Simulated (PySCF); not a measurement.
A species of formula C4H6O has this rotational fingerprint, computed with PBE0-D3(BJ)/def2-SVP geometry optimisation, gas phase in PySCF 2.14.0:

* Rotational constants: A = 35205, B = 2518, C = 2350 MHz
* Dipole components: |μa| = 0.00 D, |μb| = 1.34 D, |μc| = 0.00 D
* Inertial defect: 0.00 u·Å²
* κ: -0.99

**Question.** Which candidate fits, each taken in the one conformer that was computed?
A. `[CH2:1]=[C:2]=[CH:3][O:4][CH3:5]` with C2–C3–O4–C5 -161°
B. `[CH2:1]=[CH:2][O:3][CH:4]=[CH2:5]` with C1–C2–O3–C4 180°, C2–O3–C4–C5 180° (vinyl ether)

**Answer.** B. It is C=COC=C, a near-prolate asymmetric top, point group C2v. The candidates at the same level (rigid rotor, commonest isotopes):

| SMILES | A (MHz) | B (MHz) | C (MHz) | μa (D) | μb (D) | μc (D) | Δ (u·Å²) | point group | rotor |
| --- | --- | --- | --- | --- | --- | --- | --- | --- | --- |
| C=C=COC | 34719 | 2290 | 2230 | 0.99 | 1.14 | 0.22 | -8.64 | C1 | near-prolate asymmetric top |
| C=COC=C | 35205 | 2518 | 2350 | 0.00 | 1.34 | 0.00 | 0.00 | C2v | near-prolate asymmetric top |

`C=C=COC` has B 9 % too low. In the right answer the symmetry axis of this C2v structure is b, so μa and μc vanish by symmetry. No structure here is proved a minimum.
